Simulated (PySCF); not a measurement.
# How exact exchange moves a shielding

Molecule: `C1[C@H](C#CC)S1`, C₅H₆S.

Numbering as in the mapped SMILES `[CH3:1][C:2]#[C:3][C@H:4]1[CH2:5][S:6]1`; H(Xn) means a hydrogen on atom n. Ha(C5) is cis to C3 on the ring; Hb(C5) is trans to C3 on the ring.

GIAO shieldings (ppm, equivalent atoms averaged) in PySCF on the PBE0-D3(BJ)/def2-SVP geometry, basis pcSseg-1, gas phase, non-relativistic:

```csv
functional,exact exchange (%),σ(C2),σ(C5),σ(C4),σ(C1)
BLYP,0,94.7,143.4,149.6,170.3
BP86,0,97.7,147.9,153.6,174.3
PBE,0,97.8,148.4,154.1,174.9
B3LYP,20,97.0,148.6,155.7,174.7
mPW1PW91,25,100.0,153.3,160.2,178.5
BHandHLYP,50,100.6,155.5,163.8,180.0
HF,100,107.3,166.3,176.5,187.6
```

(1) Fit each shielding as a line in the percentage of exact exchange.

(2) What does the line predict for PBE0 (25 %), and what does the run give?

Answers

(1) σ(C2) = 96.4 + 0.10 x (rms 1.3 ppm); σ(C5) = 146.5 + 0.20 x (rms 1.8 ppm); σ(C4) = 152.4 + 0.24 x (rms 1.6 ppm); σ(C1) = 173.2 + 0.14 x (rms 1.6 ppm). The functionals also differ in their semilocal parts, which the line can't hold; Hartree–Fock has no correlation at all.

(2) σ(C2): 98.9 predicted, 100.6 computed; σ(C5): 151.5 predicted, 154.4 computed; σ(C4): 158.4 predicted, 161.1 computed; σ(C1): 176.7 predicted, 179.6 computed ppm.
